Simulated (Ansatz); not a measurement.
## CH4BO, SMILES C[B]O: a composite energy at a relaxed geometry, step by step

Program: Ansatz 0.2.0 through its Python package.

Run as a notebook:

**Cell 1**
```python
import itertools

import ansatz as az
from ase.data import atomic_numbers, covalent_radii
import numpy as np
```

**Cell 2**
```python
system = (
    az.Crystal.molecule()
    .atom("C", [-0.6232, 0.3848, -0.3111])
    .atom("B", [0.8829, 0.1522, -0.2173])
    .atom("O", [1.3933, -0.5799, 0.9094])
    .atom("H", [-1.1437, -0.5249, -0.3531])
    .atom("H", [-0.8811, 0.9917, -1.269])
    .atom("H", [-1.0057, 1.0354, 0.5542])
    .atom("H", [1.4388, -1.5273, 0.6411])
)
```

**Cell 3**
```python
calc = (
    system.calculation()
    .basis(gaussian="def2-SVP")
    .functional("b3lyp")
    .spin("collinear", total=1)
)
symbols = [site.symbol for site in system.cartesian_sites]
start = np.array([site.position_ang for site in system.cartesian_sites], dtype=float)
report = calc.relax(force_tolerance=0.01).run(threads=1, backend="cpu").report
end = np.array(report["positions_ang"])
# pairs closer than 1.2 times the sum of covalent radii, before or after
radius = [covalent_radii[atomic_numbers[s]] for s in symbols]
span = lambda where, i, j: np.linalg.norm(where[i] - where[j])
bonded = [(i, j) for i, j in itertools.combinations(range(len(symbols)), 2) if min(span(start, i, j), span(end, i, j)) < 1.2 * (radius[i] + radius[j])]
print("pair        before    after (A)")
for i, j in bonded:
    print(f"{symbols[i]}{i}-{symbols[j]}{j}".ljust(10), f"{span(start, i, j):8.4f} {span(end, i, j):8.4f}")
for first, second in list(itertools.combinations(bonded, 2)):
    shared = set(first) & set(second)
    if shared and symbols[(j := shared.pop())] != "H":
        i, k = sorted((set(first) | set(second)) - {j})
        u, v = end[i] - end[j], end[k] - end[j]
        angle = np.degrees(np.arccos(np.clip(u @ v / np.linalg.norm(u) / np.linalg.norm(v), -1, 1)))
        print(f"final angle {symbols[i]}{i}-{symbols[j]}{j}-{symbols[k]}{k}: {angle:.2f} deg")

minimum = az.Crystal.molecule()
for symbol, place in zip(symbols, end):
    minimum = minimum.atom(symbol, place.tolist())
at_minimum = minimum.calculation().spin("collinear", total=1)
# MP2 extrapolated to the basis limit, plus the small-basis difference CCSD(T) - MP2
level = lambda method, basis: at_minimum.basis(gaussian=basis).correlation(method).run(threads=1, backend="cpu").report
small, large, cluster = level("mp2", "cc-pVDZ"), level("mp2", "cc-pVTZ"), level("ccsd_t", "cc-pVDZ")
corr = lambda each: (each["free_energy_ev"] - each["reference_energy_ev"]) / 27.211386246
mp2_limit = (27 * corr(large) - 8 * corr(small)) / 19
pieces = {"HF / cc-pVTZ": large["reference_energy_ev"] / 27.211386246, "MP2 correlation, DZ-TZ limit": mp2_limit, "CCSD(T) - MP2 / cc-pVDZ": corr(cluster) - corr(small)}
for name, value in pieces.items():
    print(f"{name:32s} {value:14.6f} Ha")
print(f"{'sum':32s} {sum(pieces.values()):14.6f} Ha")
print("T1 diagnostic", round(cluster["correlation"]["coupled_cluster"]["t1_diagnostic"], 4))
```
Output:
```text
pair        before    after (A)
C0-B1        1.5268   1.5651
C0-H3        1.0489   1.1035
C0-H4        1.1629   1.1034
C0-H5        1.1482   1.1054
B1-O2        1.4373   1.3433
O2-H6        0.9857   0.9662
final angle B1-C0-H3: 110.17 deg
final angle B1-C0-H4: 110.25 deg
final angle B1-C0-H5: 112.46 deg
final angle C0-B1-O2: 124.00 deg
final angle H3-C0-H4: 106.07 deg
final angle H3-C0-H5: 108.82 deg
final angle H4-C0-H5: 108.85 deg
final angle B1-O2-H6: 113.85 deg
HF / cc-pVTZ                        -139.796157 Ha
MP2 correlation, DZ-TZ limit          -0.537688 Ha
CCSD(T) - MP2 / cc-pVDZ               -0.041137 Ha
sum                                 -140.374982 Ha
T1 diagnostic 0.0149
```

Notes:
- Total energies depend on the basis set; only differences at equal settings carry meaning.
- The sum leaves out core correlation, relativity, the Hartree-Fock basis error and zero-point energy; a DZ-TZ extrapolation is rough.
- The run takes the species as open-shell (spin multiplicity 2), which needn't be its ground state.
- b3lyp holds the VWN-RPA fit, as in Gaussian; the form of ORCA and Turbomole is b3lyp5.
- Inner cores stay frozen, so this is valence correlation.
- An extrapolation from small basis sets is rough.
- Finished in 48 s on 1 thread of Arm Neoverse V1, with other jobs on the host, peak memory 0.32 GiB.
